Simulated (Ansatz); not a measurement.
Which is lower?

The two ends of one reaction step of CH5ClSi, singlet (PBE0-D4/def2-TZVP).

A:

Si1  (-1.118, -0.598, 0.099)
Cl2  (2.289, 0.385, -1.745)
C3  (0.008, 0.453, 0.824)
H4  (1.335, 0.314, -0.853)
H5  (-2.189, -0.114, -0.796)
H6  (-1.052, -2.064, 0.264)
H7  (0.782, 0.094, 1.494)
H8  (-0.055, 1.530, 0.713)
(Å)

B:

Si1  (-0.375, -0.555, -0.527)
Cl2  (0.555, -0.257, -2.342)
C3  (0.343, 0.597, 0.740)
H4  (1.413, 0.417, 0.864)
H5  (-1.824, -0.307, -0.730)
H6  (-0.165, -1.975, -0.153)
H7  (-0.147, 0.443, 1.705)
H8  (0.200, 1.637, 0.442)
(Å)

Ansatz 0.2.0; basis: def2-TZVPP; cores frozen in the correlated methods. B3LYP uses VWN-RPA correlation.

Problem. Which structure is lower at CCSD(T), and by how much? (An estimate is asked for; the value comes from the calculation.)

Solution. Computed: B, by 303.5 kJ/mol (electronic energy, against the other). By their contacts, A is a complex of CH₄Si ([CH2][SiH2]) + HCl and B is CH₅ClSi ([CH3][SiH2][Cl]).

All methods give the same order:

```tsv
method	E(B) − E(A) (kJ/mol)
SPW92	-300.7
PBE-D4	-291.8
BLYP-D4	-278.6
r2SCAN-D4	-311.1
B97M-V	-311.2
PBE0-D4	-313.5
B3LYP-D4	-298.6
r2SCAN0-D4	-324.5
BHLYP-D4	-323.3
CAM-B3LYP-D4	-312.0
wB97X-V	-324.6
wB97M-V	-314.9
B2PLYP	-304.5
PBE-QIDH	-326.0
RPA on PBE	-295.0
HF	-339.4
MP2	-312.7
CCSD	-311.0
CCSD(T)	-303.5
```

T1 diagnostic: at most 0.012. The restricted Hartree–Fock reference is unstable towards an unrestricted one at one or more of these structures.

Labels in which every atom is bracketed show which atoms are joined, not bond orders.

For scale, one of the runs: CCSD(T)/def2-TZVPP, 185 basis functions, launched by `ansatz run in.yaml --threads 2 --pin off --events-out ev --progress --plain --max-ram 4352MiB`. Time: 28 s of wall clock on 2 CPU threads of an Arm Neoverse V2; the host was shared. Peak host memory: 1.7 GiB.
